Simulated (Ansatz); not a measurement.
**HPB, quartet: reading a ladder of total energies**

Geometry: that of the HPB, doublet, kept fixed. The doublet lies 3.6 eV lower here.

```yaml
atoms:
  - { symbol: B, position_ang: [0.0000, -0.1023, 1.2468] }
  - { symbol: P, position_ang: [0.0000, -0.0022, -0.4526] }
  - { symbol: H, position_ang: [0.0000, 1.1642, 0.5345] }
```

Basis 6-31G; Ansatz 0.2.0. Only valence electrons are correlated (noble-gas cores frozen), which leaves 9 electrons in 18 orbitals. R marks a restricted (for open shells ROHF) determinant, U an unrestricted one.

Full CI is exact within this basis and frozen core; it isn't the basis-set limit. The frozen core follows each run's orbitals, which can shift R against U totals by a few meV.

UCCSD has a T1 diagnostic of 0.017 and a largest doubles amplitude of 0.09.

Runs differ by some tens of microhartree through their thresholds and, for an open shell, their frozen cores, so the step to full CI, which has another core, is uncertain by up to 0.1 kcal/mol.

| level | total energy (hartree) |
| --- | --- |
| UHF | -365.715036 |
| UMP2 | -365.782262 |
| UCCSD | -365.802680 |
| UCCSD(T) | -365.805170 |
| UCCSDT | -365.806209 |
| UCCSDT(Q) | -365.806340 |
| UCCSDTQ | -365.806377 |
| full CI | -365.806368 |

Task: What is the correlation energy at full CI, and what share of it do UMP2 and UCCSDT recover?

Result: E(corr) = -365.806368 − (-365.715036) = -0.091332 hartree = -2.485 eV. UMP2: -0.067226 / -0.091332 = 73.61 %. UCCSDT: -0.091173 / -0.091332 = 99.83 %.

Task: By how many kcal/mol does UCCSD(T) miss full CI (1 hartree = 627.509 kcal/mol), and which steps make up the rest?

Result: -365.805170 − (-365.806368) = 0.001198 hartree = 0.75 kcal/mol. Steps: UCCSDT − UCCSD(T) = -0.65, UCCSDT(Q) − UCCSDT = -0.08, UCCSDTQ − UCCSDT(Q) = -0.02, full CI − UCCSDTQ = 0.01 kcal/mol. That is within 1 kcal/mol of the reference in this basis, which itself misses far more of the correlation at the basis-set limit.
